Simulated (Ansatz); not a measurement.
# AlH₂F (singlet): wave-function methods side by side, cc-pVTZ

One table from this session's results is given with a row withheld; the runs are named, their logs left out.

Program: Ansatz 0.2.0, Gaussian basis. Level of theory: cc-pVTZ, core rule «outside noble gas», up to 6 orbitals frozen. These are calculated values, not measurements.

To be run: UHF; CCSD(T) on RHF; BCCD(T) on RHF; CCSDT(Q) on RHF.

9 further runs of the same task are left out: 6 for a known fault of the program, 3 set aside as unsound or not needed.

## What is computed

The geometry is a PBE0/def2-TZVP stationary point (not a proven minimum).

4 atoms, charge 0, spin multiplicity 1.

Atoms are counted from 1 here; the program's logs count them from 0.

Bond lengths: Al1–F2 1.650 Å, Al1–H3 1.576 Å, Al1–H4 1.576 Å. Angles: F2–Al1–H3 117.0°, F2–Al1–H4 117.0°, H3–Al1–H4 126.0°.

Set-up of the first run:

Contents of in.yaml:

```yaml
crystal:
  periodic: [false, false, false]
  atoms:
    - {symbol: Al, position_ang: [0.000000, 0.000000, 0.623040]}
    - {symbol: F, position_ang: [0.000000, 0.000000, -1.026821]}
    - {symbol: H, position_ang: [0.000000, 1.404203, 1.338066]}
    - {symbol: H, position_ang: [0.000000, -1.404203, 1.338066]}
basis:
  gaussian: {orbitals: cc-pVTZ}
magnetization: {spin_polarized: true, initial_magnetization: 0}
hamiltonian: {xc: hf}
output: {orbitals: {seedname: orbitals}}
```

On the command line:

```sh
> ansatz run in.yaml --threads 1 --pin off --events-out ev --progress --plain --max-ram 4096MiB --backend cpu
```

Among the steps run: UHF; CCSD(T) on RHF; BCCD(T) on RHF; CCSDT(Q) on RHF.

One table of the session follows, with a row left open; its other results are not shown here.

| method | from RCCSDT(Q) (kJ/mol) |
| --- | --- |
| RHF | +953.6 |
| RMP2 | ? |
| RCCSD | +24.6 |
| RCCSD(T) | +1.5 |
| BCCD(T) | +1.2 |
| RCCSDT | +0.8 |
| RCCSDT(Q) | 0 |

Q: Estimate the row for RMP2 from the others.

As computed: from RCCSDT(Q) (kJ/mol): +62.0. In the column «from RCCSDT(Q) (kJ/mol)» it lies between RCCSD (+24.6) and RHF (+953.6).

With the free atoms at the same levels and basis (separate runs), the atomisation energy is 12.026 eV at RCCSDT(Q), 12.030 eV at RCCSD(T), 9.427 eV at RHF.
